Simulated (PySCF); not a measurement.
methanol (CH4O), SMILES CO. Coordinates come from a PBE-D3(BJ)/def2-TZVP optimisation.

The numbers are results of PBE-D3(BJ)/def2-TZVP (PySCF), not measurements.

Harmonic wavenumbers (cm⁻¹): 302, 1013, 1056, 1128, 1333, 1427, 1440, 1458, 2916, 2962, 3046, 3710. Rotational constants (GHz): 126.2, 24.54, 23.67; symmetry number 1.

Question: Work out the zero-point energy and the ideal-gas rigid-rotor harmonic-oscillator thermochemistry at 298.15 K and 1 atm.

Answer: ZPE = ½ Σ hcν = ½ × 21791 cm⁻¹ = 130.34 kJ/mol. H − E(el) = 141.66 kJ/mol. Entropy in J/(mol K): translation 151.99, rotation 79.59, vibration 7.09, total 238.67. G − E(el) = 70.50 kJ/mol. Cp = 45.89 J/(mol K).
